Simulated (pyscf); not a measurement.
## Substitution at Si: H₃Si–SiH₂–AsH₂ + H atom (H•) → H₃Si–AsH₂ + silyl (SiH₃•)

Gas phase, doublet surface, charge 0. Bonds broken: Si4–Si5. Bonds formed: Si4–H6. Structures and frequencies: ωB97X-D3(BJ)/def2-SVP in PySCF.

Transition state (Å):

```xyz
11

As     0.8958     0.0840     0.6420
H      1.2443    -1.2375    -0.0154
H      0.0533    -0.5869     1.7188
Si    -1.0099     0.5343    -0.7066
Si    -2.6030     0.9885     0.9615
H      0.5580     0.1959    -2.0222
H     -1.5488    -0.5892    -1.5284
H     -0.8823     1.7902    -1.5053
H     -2.0031     1.9421     1.9432
H     -2.9377    -0.2799     1.6753
H     -3.8544     1.5839     0.4058
```

One imaginary mode, 543i cm⁻¹; descent along it reached the two sides named.

```json
[
 {"bond": "Si4–Si5", "change": "breaks", "reactant side (Å)": "2.333", "saddle": "2.351", "product side": "3.6"},
 {"bond": "Si4–H6", "change": "forms", "reactant side (Å)": "3.7", "saddle": "2.075", "product side": "1.493"}
]
```

Electronic energies relative to the separated reactants (kcal/mol):

| level | barrier | reaction energy | reverse barrier |
|---|---|---|---|
| ωB97X-D3(BJ)/def2-TZVP | 3.3 | -10.5 | 13.8 |
| PBE/def2-TZVP | -0.1 | -14.9 | 14.7 |
| r²SCAN/def2-TZVP | -1.8 | -17.4 | 15.6 |
| B3LYP-D3(BJ)/def2-TZVP | 0.0 | -17.4 | 17.4 |
| PBE0-D3(BJ)/def2-TZVP | 1.0 | -13.3 | 14.3 |
| M06-2X/def2-TZVP | 2.9 | -17.2 | 20.1 |
| ωB97M-D3(BJ)/def2-TZVP | 3.5 | -16.0 | 19.5 |
| HF/def2-TZVP | 12.8 | -18.6 | 31.4 |

With ωB97M-D3(BJ)/def2-TZVP energies and thermal terms (ideal gas, 1 atm, RRHO with modes under 100 cm⁻¹ raised to 100, one conformer, R ln 2 for chiral ones without a mode under 150 cm⁻¹), in kcal/mol:

```
T (K)  ΔH‡   ΔG‡     ΔH     ΔG
-----  ---  ----  -----  -----
298    3.4  10.4  -14.1  -17.0
600    3.0  17.7  -15.6  -19.4
900    2.6  25.2  -16.9  -21.0
1200   2.3  32.7  -18.2  -22.2
```

At PBE, r²SCAN this geometry lies under the reactants; that is no barrier but a single point on another level's saddle; such a level's own saddle, if it has one, lies nearer that side and is low. This saddle turned up in a search for another step; its sides and bond changes are read from the two ends of the descent. H₃Si–SiH₂–AsH₂ lies 7.4 kcal/mol over its isomer H₃Si–AsH–SiH₃ (electronic energy, ωB97M-D3(BJ)/def2-TZVP). This is the saddle that the search found; another between the same sides may lie lower. The angle at the attacked Si is 174°. Elements up to Kr have no core potential and no relativistic terms here.
